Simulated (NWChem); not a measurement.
Setting up BSiH4F (SMILES FB[SiH3]) in NWChem

BSiH4F has 7 atoms, charge 0, and is taken as a singlet. As SMILES, `FB[SiH3]`. The two molecules were placed rigidly side by side, at 1.3 times their contact distance; the pair isn't optimised.

```xyz
7

F    -1.3881   -1.5917    0.5783
B    -0.1954   -1.1589    0.2105
Si    0.1376    0.8154   -0.1546
H     0.6647   -1.9951    0.1138
H     0.7244    0.9643   -1.5158
H     1.1442    1.3136    0.8253
H    -1.0871    1.6527   -0.0577
```

Settings wanted:

- task: energy
- method: DFT
- functional: BLYP
- basis set: jun-cc-pV(D+d)Z
- reference: RKS
- integration grid: fine
- SCF convergence threshold: 1e-08
- iteration cap: 100
- module: dft

Give an NWChem 7.3.0 job that does this.

This one ran through:

run.nw:
```
start run
memory stack 880 mb heap 220 mb global 1100 mb
charge 0
geometry units bohr noautosym nocenter noautoz
F   -2.62320442  -3.00795266   1.09288531
B   -0.36932807  -2.19007919   0.39784404
Si   0.25995073   1.54080709  -0.29209497
H    1.25602537  -3.77026818   0.21510752
H    1.36884202   1.82218731  -2.86439017
H    2.16214904   2.48226865   1.55964766
H   -2.05439686   3.12307478  -0.10898051
end
basis "ao basis" spherical bse
* library "jun-cc-pV(D+d)Z"
end
dft
xc becke88 lyp
grid fine
convergence energy 1e-08
iterations 100
mulliken
print low
end
task dft energy
```

```bash
$ nwchem run.nw > run.out
```

Calculated total energy: -416.58133 Eh.
